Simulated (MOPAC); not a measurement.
MOPAC input (PM6):

```
PM6 PRECISE GNORM=0.05 LET XYZ CHARGE=-1 GEO-OK AUX(PRECISION=9) THREADS=1
C2H3O2

C     0.10850459 1    0.05504033 1   -0.05250686 1
O     0.22328157 1    1.21371744 1   -0.51862629 1
O    -1.20140996 1   -0.25340913 1    0.44854802 1
H    -1.65579332 1    0.58035355 1    0.27135946 1
C     1.01286197 1   -0.97365632 1    0.06482395 1
H     0.72779788 1   -1.92009361 1    0.50193316 1
H     2.02482319 1   -0.83103053 1   -0.28656900 1
```

Output:

```
 *******************************************************************************
 **                                                                           **
 **                              MOPAC v23.2.5                                **
 **                                                                           **
 *******************************************************************************
 ** MOPAC's Digital Object Identifier: https://doi.org/10.5281/zenodo.6511958 **
 **                                                                           **
 ** Please cite the open-source release paper for use of this MOPAC version:  **
 ** J. E. Moussa and J. J. P. Stewart (2026)                                  **
 ** MOPAC: An open-source semiempirical molecular orbital program             **
 ** J. Open Source Softw., 11(119), 8025, https://doi.org/10.21105/joss.08025 **
 *******************************************************************************

                              PM6 CALCULATION RESULTS

 *******************************************************************************
 *  PM6        - The PM6 Hamiltonian to be used
 *  GEO-OK     - OVERRIDE INTERATOMIC DISTANCE AND OTHER SAFETY CHECKS
 *
 *
 *
 *                 CHARGE ON SYSTEM = -1
 *
 *
 *
 *  LET        - OVERRIDE SOME SAFETY CHECKS
 *  PRECISE    - TIGHTER CRITERIA TO BE USED
 *  XYZ        - CARTESIAN COORDINATE SYSTEM TO BE USED
 *  GNORM      - EXIT WHEN GRADIENT NORM DROPS BELOW 0.050
 *  AUX        - OUTPUT AUXILIARY INFORMATION
 *******************************************************************************
PM6 PRECISE GNORM=0.05 LET XYZ CHARGE=-1 GEO-OK AUX(PRECISION=9) THREADS=1
 C2H3O2

   ATOM   CHEMICAL          X               Y               Z
  NUMBER   SYMBOL      (ANGSTROMS)     (ANGSTROMS)     (ANGSTROMS)

     1       C          0.10850459  *   0.05504033  *  -0.05250686  *
     2       O          0.22328157  *   1.21371744  *  -0.51862629  *
     3       O         -1.20140996  *  -0.25340913  *   0.44854802  *
     4       H         -1.65579332  *   0.58035355  *   0.27135946  *
     5       C          1.01286197  *  -0.97365632  *   0.06482395  *
     6       H          0.72779788  *  -1.92009361  *   0.50193316  *
     7       H          2.02482319  *  -0.83103053  *  -0.28656900  *

          CARTESIAN COORDINATES

    NO.       ATOM           X           Y           Z

     1         C          0.1085      0.0550     -0.0525
     2         O          0.2233      1.2137     -0.5186
     3         O         -1.2014     -0.2534      0.4485
     4         H         -1.6558      0.5804      0.2714
     5         C          1.0129     -0.9737      0.0648
     6         H          0.7278     -1.9201      0.5019
     7         H          2.0248     -0.8310     -0.2866

 General Reference for PM6:
 "Optimization of Parameters for Semiempirical Methods V: Modification of NDDO Approximations
 and Application to 70 Elements", J. J. P. Stewart, J. Mol. Mod., 13, 1173-1213 (2007)
 URL: https://link.springer.com/article/10.1007/s00894-007-0233-4

           Empirical Formula: C2 H3 O2  =     7 atoms

      MOLECULAR POINT GROUP   :   Cs

      RHF CALCULATION, NO. OF DOUBLY OCCUPIED LEVELS = 12

          Geometry optimization using EF

          DIAGONAL MATRIX USED AS START HESSIAN

 CYCLE:     1  GRAD.:    67.522 HEAT: -114.9165
 CYCLE:     2  GRAD.:   525.725 HEAT: -77.32392
 CYCLE:     3  GRAD.:   334.209 HEAT: -93.02259
 CYCLE:     4  GRAD.:   184.149 HEAT: -106.8232
 CYCLE:     5  GRAD.:   133.653 HEAT: -110.8536
 CYCLE:     6  GRAD.:    96.794 HEAT: -113.7403
 CYCLE:     7  GRAD.:   159.939 HEAT: -109.2989
 CYCLE:     8  GRAD.:    90.271 HEAT: -114.2898
 CYCLE:     9  GRAD.:   154.399 HEAT: -106.6862
 CYCLE:    10  GRAD.:    40.214 HEAT: -117.1579
 CYCLE:    11  GRAD.:    53.581 HEAT: -116.8267
 CYCLE:    12  GRAD.:     5.205 HEAT: -117.6009
 CYCLE:    13  GRAD.:    14.116 HEAT: -117.5193
 CYCLE:    14  GRAD.:     3.569 HEAT: -117.6132
 CYCLE:    15  GRAD.:     4.931 HEAT: -117.5987
 CYCLE:    16  GRAD.:     0.350 HEAT: -117.6231
 CYCLE:    17  GRAD.:     0.269 HEAT: -117.6236
 CYCLE:    18  GRAD.:     0.167 HEAT: -117.6242
 CYCLE:    19  GRAD.:     0.043 HEAT: -117.6244

     GRADIENT =  0.04329 IS LESS THAN CUTOFF =  0.05000

 -------------------------------------------------------------------------------
 PM6 PRECISE GNORM=0.05 LET XYZ CHARGE=-1 GEO-OK AUX(PRECISION=9) THREADS=1
 C2H3O2

     GEOMETRY OPTIMISED USING EIGENVECTOR FOLLOWING (EF).
     SCF FIELD WAS ACHIEVED

                              PM6 CALCULATION
                                                       MOPAC v23.2.5 Linux

          FINAL HEAT OF FORMATION =       -117.62436 KCAL/MOL =    -492.14031 KJ/MOL

          COSMO AREA              =         89.58 SQUARE ANGSTROMS
          COSMO VOLUME            =         71.38 CUBIC ANGSTROMS

          GRADIENT NORM           =          0.04329          =       0.01636 PER ATOM
          IONIZATION POTENTIAL    =          3.214047 EV
          HOMO LUMO ENERGIES (EV) =         -3.214  7.532
          NO. OF FILLED LEVELS    =         12
          MOLECULAR WEIGHT        =         59.0445         POINT GROUP:  Cs

          MOLECULAR DIMENSIONS (Angstroms)

            Atom       Atom       Distance
            H     7    H     4     4.07414
            H     6    O     2     2.98957
            C     5    C     1     0.00000

          SCF CALCULATIONS        =         20

   ATOM   CHEMICAL          X               Y               Z
  NUMBER   SYMBOL      (ANGSTROMS)     (ANGSTROMS)     (ANGSTROMS)

     1       C          0.14383435  *   0.05602937  *  -0.06328635  *
     2       O          0.20355266  *   1.21706050  *  -0.51406024  *
     3       O         -1.19002696  *  -0.23333771  *   0.43770545  *
     4       H         -1.74766513  *   0.54953182  *   0.30992950  *
     5       C          1.01348504  *  -0.97806941  *   0.06628704  *
     6       H          0.73475376  *  -1.90708657  *   0.49503062  *
     7       H          2.01887901  *  -0.89468418  *  -0.26106850  *

                             CARTESIAN COORDINATES

   1    C        0.143834346     0.056029373    -0.063286345
   2    O        0.203552665     1.217060501    -0.514060242
   3    O       -1.190026965    -0.233337707     0.437705449
   4    H       -1.747665132     0.549531820     0.309929497
   5    C        1.013485044    -0.978069410     0.066287035
   6    H        0.734753759    -1.907086568     0.495030620
   7    H        2.018879006    -0.894684176    -0.261068496

           Empirical Formula: C2 H3 O2  =     7 atoms

      MOLECULAR POINT GROUP   :   Cs

                  EIGENVALUES
 -25.10754 -23.20973 -20.04089 -14.50302 -11.82616 -10.16608  -9.20090  -8.39321
  -7.64763  -6.27463  -5.30188  -3.21405   7.53180   8.26848  10.09735  10.51460
  11.39890  12.14901  12.85777

              NET ATOMIC CHARGES AND DIPOLE CONTRIBUTIONS

  ATOM NO.   TYPE          CHARGE      No. of ELECS.   s-Pop       p-Pop
    1          C           0.739699        3.2603     1.05291     2.20739
    2          O          -0.786898        6.7869     1.86105     4.92585
    3          O          -0.681634        6.6816     1.82693     4.85470
    4          H           0.302107        0.6979     0.69789
    5          C          -0.905196        4.9052     1.08435     3.82084
    6          H           0.167205        0.8328     0.83280
    7          H           0.164717        0.8353     0.83528
 DIPOLE           X         Y         Z       TOTAL
 POINT-CHG.    -1.188    -0.632     0.586     1.467
 HYBRID        -0.396     0.413    -0.037     0.573
 SUM           -1.584    -0.219     0.548     1.690

          ATOMIC ORBITAL ELECTRON POPULATIONS

     Atom    s        px        py        pz
    1  C   1.05291   0.70739   0.78683   0.71317
    2  O   1.86105   1.84629   1.38808   1.69147
    3  O   1.82693   1.43238   1.55340   1.86892
    4  H   0.69789
    5  C   1.08435   1.14185   1.15420   1.52480
    6  H   0.83280
    7  H   0.83528

 **********************
 *                    *
 * JOB ENDED NORMALLY *
 *                    *
 **********************

 == MOPAC DONE ==
```

The dipole moment of an ion depends on the origin.
